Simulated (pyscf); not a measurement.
PySCF, gas phase, ωB97X-D3(BJ)/def2-SVP geometries. Correlated levels are frozen-core, on RHF or UHF. ΔMP2 is the change of the MP2 total energy from the triple- to the quadruple-zeta basis.

**Question.** S=Ge: (SMILES [S]=[Ge]) [singlet] + HCl (SMILES Cl) → S=GeH–Cl (SMILES [S]=[GeH][Cl])
Surface: singlet. Broken: Cl–H. Formed: Cl–Ge, Ge–H. Give ΔE‡ and ΔE from CCSD(T)/def2-TZVPP + ΔMP2(QZVPP), relative to the separated reactants.

**Answer.** ΔE‡ = 36.4 kcal/mol, ΔE = -7.3 kcal/mol. Zero-point energy shifts the barrier by -0.6 kcal/mol. It is an insertion, with an imaginary mode of 1305i cm⁻¹. The same reactants have a lower exit, to HS–Ge:–Cl [singlet] (barrier +5.6 kcal/mol at ωB97M-D3(BJ), against +37.1 kcal/mol here). S=GeH–Cl lies 18.6 kcal/mol over its isomer HS–Ge:–Cl [singlet] (electronic energy, ωB97M-D3(BJ)). This is the saddle that the search found; another between the same sides may lie lower. The CCSD(T) − MP2 part came from Ansatz, without density fitting, on the same reference. The frozen core leaves the outer d or s,p core shells of the metals and heavy elements correlated in the MP2 and CC values, and def2-TZVPP describes them poorly, which can shift differences by a few kcal/mol. Elements up to Kr have no core potential and no relativistic terms here.
